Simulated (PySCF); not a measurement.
**SO2 (SMILES O=S=O): levels of theory compared**

Wanted: a comparison of 5 runs (HF/def2-SVP, B3LYP/6-31G*, PBE0/def2-SVP, BLYP/6-311+G**, CCSD(T)/def2-TZVP) of SO2. 

The results are computed with PySCF 2.14.0.

## Step 1: The molecule

The species is SO2 (3 atoms), meant as a singlet with charge 0. As SMILES, `O=S=O`. The coordinates come from a PBE0-D4/def2-TZVP relaxation.

Bond lengths: O1–S2 1.431 Å, S2–O3 1.431 Å. Angles: O1–S2–O3 118.9°.

## Step 2: Energy and gradient at HF/def2-SVP (run 1)

run.py

```python
# O=S=O
import pyscf.grad
from pyscf import gto

system = gto.Mole()
system.atom = '''
O     -1.841387     1.220574    -0.868348
S      0.509319     0.675350     0.352982
O      1.332068    -1.895924     0.515366
'''
system.max_memory = 1860
system.basis = 'def2-svp'
system.spin = 0
system.unit = 'bohr'
system.verbose = 3
system.build()

myscf = system.RHF()
myscf.conv_tol = 1e-10
myscf.kernel()
if not myscf.converged:
    myscf = myscf.newton().run(myscf.mo_coeff, myscf.mo_occ)

etot = myscf.e_tot
print('E(%s) = %.9f' % ('HF', etot))
grad = myscf.Gradients().kernel()
myscf.analyze()
```

Launch:

```
$ OMP_NUM_THREADS=1 python run.py
```

What it wrote:

```text
converged SCF energy = -546.92620363496
E(HF) = -546.926203635
--------------- RHF gradients ---------------
         x                y                z
0 O    -0.0241999661     0.0078332142    -0.0123260608
1 S     0.0138060245     0.0183065741     0.0095682210
2 O     0.0103939416    -0.0261397883     0.0027578398
----------------------------------------------
**** MO energy ****
MO #1   energy= -92.1553106720853  occ= 2
MO #2   energy= -20.6130118645676  occ= 2
MO #3   energy= -20.6129847054685  occ= 2
MO #4   energy= -9.17158973615727  occ= 2
MO #5   energy= -6.85942820014135  occ= 2
MO #6   energy= -6.8577963198754   occ= 2
MO #7   energy= -6.85582347217689  occ= 2
MO #8   energy= -1.49879262936673  occ= 2
MO #9   energy= -1.3866616323848   occ= 2
MO #10  energy= -0.859828918022347 occ= 2
MO #11  energy= -0.697277716664136 occ= 2
MO #12  energy= -0.694166814270839 occ= 2
MO #13  energy= -0.667269822139253 occ= 2
MO #14  energy= -0.538984131812583 occ= 2
MO #15  energy= -0.515738329822493 occ= 2
MO #16  energy= -0.492039418125099 occ= 2
MO #17  energy= 0.0174502483995607 occ= 0
MO #18  energy= 0.246166592817498  occ= 0
MO #19  energy= 0.263124519678316  occ= 0
MO #20  energy= 0.464497913950176  occ= 0
MO #21  energy= 0.763217300368215  occ= 0
MO #22  energy= 0.785010206908426  occ= 0
MO #23  energy= 0.864757744262766  occ= 0
MO #24  energy= 0.873682862683162  occ= 0
MO #25  energy= 0.878588961381017  occ= 0
MO #26  energy= 0.898589848378292  occ= 0
MO #27  energy= 1.03793191562392   occ= 0
MO #28  energy= 1.06571341525813   occ= 0
MO #29  energy= 1.20545938856267   occ= 0
MO #30  energy= 1.2250051788718    occ= 0
MO #31  energy= 1.28932761940268   occ= 0
MO #32  energy= 1.29029011700124   occ= 0
MO #33  energy= 1.37391674391596   occ= 0
MO #34  energy= 1.41718790795676   occ= 0
MO #35  energy= 1.52618480961669   occ= 0
MO #36  energy= 1.59585845511585   occ= 0
MO #37  energy= 2.91715098015342   occ= 0
MO #38  energy= 2.92050893799622   occ= 0
MO #39  energy= 2.9250447315844    occ= 0
MO #40  energy= 2.94390788801708   occ= 0
MO #41  energy= 2.98724458770655   occ= 0
MO #42  energy= 3.08689649939758   occ= 0
MO #43  energy= 3.15970786109897   occ= 0
MO #44  energy= 3.30704098417299   occ= 0
MO #45  energy= 3.64520772244884   occ= 0
MO #46  energy= 3.77220899652465   occ= 0
 ** Mulliken atomic charges  **
charge of    0O =     -0.71059
charge of    1S =      1.42119
charge of    2O =     -0.71059
Dipole moment(X, Y, Z, Debye):  1.27241,  1.68719,  0.88184
```

Run time: 1.1 s. Hardware: 1 thread of Arm Neoverse V2, shared host; peak memory 0.12 GiB.

## Step 3: Energy and gradient at B3LYP/6-31G(d) (spherical functions) (run 2)

start.xyz

```xyz
3

O     -0.974420     0.645900    -0.459510
S      0.269520     0.357380     0.186790
O      0.704900    -1.003280     0.272720
```

input.py

```python
# O=S=O
from pyscf import gto, dft

system = gto.Mole()
system.atom = 'start.xyz'
system.basis = '6-31g*'
system.charge = 0
system.verbose = 4
system.spin = 0
system.max_memory = 1860
system.build()

mf = dft.RKS(system)
mf.xc = 'b3lyp'
mf.grids.level = 5
mf.conv_tol = 1e-10
mf.kernel()
if not mf.converged:
    mf = mf.newton().run(mf.mo_coeff, mf.mo_occ)

e_final = mf.e_tot
print('E(%s) = %.9f' % ('B3LYP', e_final))
grad = mf.nuc_grad_method().kernel()
mf.analyze()
```

Launch:

```
$ OMP_NUM_THREADS=1 python input.py
```

What it wrote:

```text
PySCF version 2.14.0

[INPUT] num. atoms = 3
[INPUT] num. electrons = 32
[INPUT] charge = 0
[INPUT] spin (= nelec alpha-beta = 2S) = 0
[INPUT] symmetry False subgroup None
[INPUT] Mole.unit = angstrom
[INPUT] Symbol           X                Y                Z      unit          X                Y                Z       unit  Magmom
[INPUT]  1 O     -0.974420000000   0.645900000000  -0.459510000000 AA   -1.841386930299   1.220574103857  -0.868348051499 Bohr   0.0
[INPUT]  2 S      0.269520000000   0.357380000000   0.186790000000 AA    0.509318985093   0.675350322397   0.352981942808 Bohr   0.0
[INPUT]  3 O      0.704900000000  -1.003280000000   0.272720000000 AA    1.332067945206  -1.895924426254   0.515366108691 Bohr   0.0

[... 75 lines left out ...]
One-electron Energy =                 -970.812680773759666
[... 8 lines left out ...]
MO #4   energy= -8.1180497082441   occ= 2
[... 6 lines left out ...]
MO #11  energy= -0.498244982060852 occ= 2
[... 6 lines left out ...]
MO #18  energy= 0.0637179867536344 occ= 0
[... 6 lines left out ...]
MO #25  energy= 0.6662726368923    occ= 0
[... 6 lines left out ...]
MO #32  energy= 0.998950525221602  occ= 0
[... 6 lines left out ...]
MO #39  energy= 1.75957505774379   occ= 0
[... 6 lines left out ...]
MO #46  energy= 2.80185125001836   occ= 0
[... 52 lines left out ...]
Dipole moment(X, Y, Z, Debye):  0.95088,  1.26085,  0.65900
```

Wall time 6 s (1 thread of Arm Neoverse V2, shared host); peak memory 0.48 GiB.

## Step 4: Energy and forces at PBE0/def2-SVP (run 3)

input.py

```python
from pyscf import gto, dft

molecule = gto.M(
    atom='O -0.974420 0.645900 -0.459510; S 0.269520 0.357380 0.186790; O 0.704900 -1.003280 0.272720',
    max_memory=1860,
    basis='def2-svp',
    charge=0,
    verbose=3,
)

myscf = dft.RKS(molecule, xc='pbe0')
myscf.grids.level = 5
myscf.conv_tol = 1e-10
myscf.kernel()
if not myscf.converged:
    myscf = myscf.newton().run(myscf.mo_coeff, myscf.mo_occ)

energy = myscf.e_tot
print(f'total energy: {energy:.8f} hartree')
grad = myscf.nuc_grad_method().kernel()
myscf.analyze()
```

Launch:

```
$ OMP_NUM_THREADS=1 python input.py
```

What it wrote:

```text
converged SCF energy = -548.046302790847
total energy: -548.04630279 hartree
--------------- RKS gradients ---------------
         x                y                z
0 O     0.0278120793    -0.0065532280     0.0144352218
1 S    -0.0179909655    -0.0238543926    -0.0124682866
2 O    -0.0098189806     0.0304069138    -0.0019690009
----------------------------------------------
**** MO energy ****
MO #1   energy= -89.193391668175   occ= 2
MO #2   energy= -19.2613555070066  occ= 2
MO #3   energy= -19.2613548178263  occ= 2
MO #4   energy= -8.17980792211274  occ= 2
MO #5   energy= -6.1206694044831   occ= 2
MO #6   energy= -6.12011945754323  occ= 2
MO #7   energy= -6.1146463859119   occ= 2
MO #8   energy= -1.17758136969816  occ= 2
MO #9   energy= -1.07513752130062  occ= 2
MO #10  energy= -0.646298684481331 occ= 2
MO #11  energy= -0.516196089089949 occ= 2
MO #12  energy= -0.512810242666235 occ= 2
MO #13  energy= -0.505582155844997 occ= 2
MO #14  energy= -0.386280119396003 occ= 2
MO #15  energy= -0.37137126746342  occ= 2
MO #16  energy= -0.34089774323825  occ= 2
MO #17  energy= -0.118056414066004 occ= 0
MO #18  energy= 0.0831995643251422 occ= 0
MO #19  energy= 0.11171768459605   occ= 0
MO #20  energy= 0.312710597214004  occ= 0
MO #21  energy= 0.55623314368034   occ= 0
MO #22  energy= 0.570625036266275  occ= 0
MO #23  energy= 0.634258729002221  occ= 0
MO #24  energy= 0.651046330653783  occ= 0
MO #25  energy= 0.662907197566585  occ= 0
MO #26  energy= 0.68195749399099   occ= 0
MO #27  energy= 0.814583320979631  occ= 0
MO #28  energy= 0.841656786324848  occ= 0
MO #29  energy= 0.960536377929135  occ= 0
MO #30  energy= 0.962227463000873  occ= 0
MO #31  energy= 1.02411216473092   occ= 0
MO #32  energy= 1.03369006451432   occ= 0
MO #33  energy= 1.07513806483463   occ= 0
MO #34  energy= 1.17543586669063   occ= 0
MO #35  energy= 1.27452970473482   occ= 0
MO #36  energy= 1.28846598207269   occ= 0
MO #37  energy= 2.56879437745389   occ= 0
MO #38  energy= 2.57160106486504   occ= 0
MO #39  energy= 2.57596628208603   occ= 0
MO #40  energy= 2.59328712525863   occ= 0
MO #41  energy= 2.63519394297694   occ= 0
MO #42  energy= 2.72343957928867   occ= 0
MO #43  energy= 2.79457030653006   occ= 0
MO #44  energy= 2.93742851497367   occ= 0
MO #45  energy= 3.26626715044547   occ= 0
MO #46  energy= 3.38808972457495   occ= 0
 ** Mulliken atomic charges  **
charge of    0O =     -0.61942
charge of    1S =      1.23884
charge of    2O =     -0.61942
Dipole moment(X, Y, Z, Debye):  0.97003,  1.28626,  0.67228
```

It took 5.4 s on 1 thread of Arm Neoverse V2, shared host; peak memory 0.48 GiB.

Run 4 isn't shown in full; the table further down has it.

## Step 5: A single-point energy at CCSD(T)/def2-TZVP (run 5)

geometry.xyz

```xyz
3
O2S
O     -0.974420     0.645900    -0.459510
S      0.269520     0.357380     0.186790
O      0.704900    -1.003280     0.272720
```

job.py

```python
from pyscf import gto, scf, cc

system = gto.Mole()
system.atom = 'geometry.xyz'
system.verbose = 3
system.max_memory = 1860
system.basis = 'def2-tzvp'
system.build()

calc0 = scf.RHF(system)
calc0.conv_tol = 1e-10
calc0.kernel()
if not calc0.converged:
    calc0 = calc0.newton().run(calc0.mo_coeff, calc0.mo_occ)

mycc = cc.CCSD(calc0, frozen=7)
mycc.kernel()
e_t = mycc.ccsd_t()
etot = mycc.e_tot + e_t
print(f'total energy: {etot:.8f} hartree')
dip = calc0.dip_moment()
pop, q = calc0.mulliken_pop()
```

Launch:

```
$ OMP_NUM_THREADS=1 python job.py
```

What it wrote:

```text
converged SCF energy = -547.302995558482
[... 2 lines left out ...]
total energy: -547.98172981 hartree
Dipole moment(X, Y, Z, Debye):  1.17066,  1.55229,  0.81133
[... 103 lines left out ...]
charge of    2O =     -0.45860
```

It took 35 s on 1 thread of Arm Neoverse V2, shared host; peak memory 0.58 GiB.

## Step 6: Overview of the runs

```csv
run,level,integration grid,task,energy (Eh),dipole moment (D) of the reference,HOMO energy (eV),LUMO energy (eV),wall time
1,HF/def2-SVP,–,gradient,-546.926204,2.29,-13.39,0.47,1.1 s
2,B3LYP/6-31G* (spherical functions),5,gradient,-548.579367,1.71,-8.96,-3.32,6 s
3,PBE0/def2-SVP,5,gradient,-548.046303,1.75,-9.28,-3.21,5.4 s
4,BLYP/6-311+G**,5,gradient,-548.651788,1.79,-8.01,-4.41,9.6 s
5,CCSD(T)/def2-TZVP,–,energy,-547.981730,2.11,-13.48,0.42,35 s
```

## Step 7: Results

```
                                          quantity          value
                               run 5: total energy  -547.98173 Eh
       run 5: dipole moment (Hartree–Fock density)         2.11 D
        run 5: HOMO energy (Hartree–Fock orbitals)      -13.48 eV
        run 5: LUMO energy (Hartree–Fock orbitals)        0.42 eV
      run 5: HOMO–LUMO gap (Hartree–Fock orbitals)       13.91 eV
run 5: correlation energy (7 core orbitals frozen)     -678.7 mEh
                             run 5: (T) correction     -32.99 mEh
                              run 5: T1 diagnostic          0.021
```

In words: Over runs 1, 2, 3, 4 the dipole moment (its size) runs from 1.71 D (B3LYP/6-31G*) to 2.29 D (HF/def2-SVP). The two ends differ in method and basis. Over runs 1, 2, 3, 4 the HOMO–LUMO gap runs from 3.60 eV (BLYP/6-311+G**) to 13.86 eV (HF/def2-SVP). Totals of different functionals can't be ranked against each other. All runs together took 58 s, the longest 35 s.
